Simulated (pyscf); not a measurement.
PySCF, gas phase, ωB97X-D3(BJ)/def2-SVP geometries. Correlated levels are frozen-core, on RHF or UHF. ΔMP2 is the change of the MP2 total energy from the triple- to the quadruple-zeta basis.

### Question
How much does it cost (ΔH, 298 K, CCSD(T)/def2-TZVPP + ΔMP2(QZVPP)) to split O=GeH₂ (SMILES [O]=[GeH2]) at its Ge–H bond into [O=GeH]• + H•?

### Answer
Ge–H to [O=GeH]• + H•: 73.4 kcal/mol. The radicals are drawn with the spin at the cut bond; how far it spreads was not checked. O=GeH₂ lies 30.4 kcal/mol over its isomer HO–GeH: [singlet], and others may lie lower still (electronic energy, ωB97M-D3(BJ)). The CCSD(T) − MP2 part came from Ansatz, without density fitting, on the same reference. An open-shell T1 diagnostic exceeds 0.045. The frozen core leaves the outer d or s,p core shells of the metals and heavy elements correlated in the MP2 and CC values, and def2-TZVPP describes them poorly, which can shift differences by a few kcal/mol. Elements up to Kr have no core potential and no relativistic terms here.
